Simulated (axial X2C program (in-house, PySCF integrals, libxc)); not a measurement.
# Potential curves of BC⁺, 2c

Calculated with an axial X2C code built on PySCF integrals. Two-component (2c) means X2C with spin–orbit coupling and atomic mean-field two-electron Coulomb and Gaunt terms. Basis: C dyall-v3z [7s6p2d1f], B dyall-v3z [7s6p2d1f] (cores contracted in-house); Gaussian nuclei, density fitting, unrestricted open shells. Masses: C 12.000 u, B 11.009 u.

State: Ω = 2 (⟨Sz⟩ = 2.00, ⟨Lz⟩ = 0.00 at HF). Energies in eV from the lowest point of each curve. Fits are polynomials in 1 − R0/R over 0.85 to 1.23 times the lowest point R0.

```tsv
R (Å)	MP2	CCSD
1.2467	1.0074	
1.3040	0.4251	0.4501
1.3470	0.1681	0.1860
1.3900	0.0341	0.0437
1.4330	0.0000	0.0000
1.4832	0.0616	0.0484
1.5333	0.2094	0.1800
1.5978	0.4960	0.4404
1.6766	0.9534	
1.7913	1.7568
```

Correlated methods: 6 electrons correlated (number of frozen shells: C 1 s; B 1 s), 154 virtual spin orbitals or spinors in MP2, 66 natural virtuals in coupled cluster.

The state is one determinant whose occupation by symmetry is held fixed; it was picked as the lowest of a PBE0 search that is not exhaustive. CCSD ran in a truncated set of natural virtual spinors with an MP2 remainder; without triples it tends to underbind. Other states lie close and PBE0, whose exact exchange favours high spin, may order them wrongly; the determinant shown need not be the ground state. The nearest other 2c determinant of the search, Ω = 1, lies 0.71 eV up at the distance of the search. The spin of this state cannot come from the lowest atoms; the curve heads to a higher limit, and no De is given. With several unpaired electrons one determinant need not be a pure state. Open-shell Ω = 0 determinants with evenly filled partner blocks cannot be reached by this program, so the Ω shown need not be the lowest component. Coupled cluster ran on the points near the minimum only. MP2 and coupled cluster on one determinant become unreliable at the stretched end.

Task: What are Re and ωe at the MP2 level?

Result: At MP2, 2c: Re = 1.428 Å, ωe ≈ 1460 cm⁻¹; Be follows as 1.44 cm⁻¹.

Task: What are Re and ωe at the CCSD level?

Result: At CCSD, 2c: Re = 1.434 Å, ωe ≈ 1420 cm⁻¹; Be follows as 1.43 cm⁻¹.
